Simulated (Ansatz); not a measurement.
Rutile MnO2, treated with PBE in Ansatz (plane waves, PAW).

Settings: plane-wave cutoff 520 eV, 8×8×12 k mesh (along the axes of the cell as run), Fermi–Dirac smearing 0.01 eV, spin-polarised with opposed moments, scalar-relativistic PAW data made under PBE.

Computed at the level's own relaxed cell.

Question: What does this level give for the volume per atom, bulk modulus, magnetic moment (largest site, within a sphere) and pressure derivative B′ of the bulk modulus?

Answer: 
* **volume per atom**: 9.37 Å³/atom
* **bulk modulus**: 225 GPa
* **magnetic moment (largest site, within a sphere)**: 2.23 μB
* **pressure derivative B′ of the bulk modulus**: 5.0

The run finds no gap.

Note: the gap of the solid is closed in this run; the collinear magnetic order is the start's and need not be the measured one; this level leaves the solid without a gap, although one is measured; the bulk modulus comes from volumes at which shape and atoms were relaxed.

Moments are spin moments.

Static lattice: no zero-point or thermal effects.

Ansatz is a quantum-chemistry and plane-wave program.
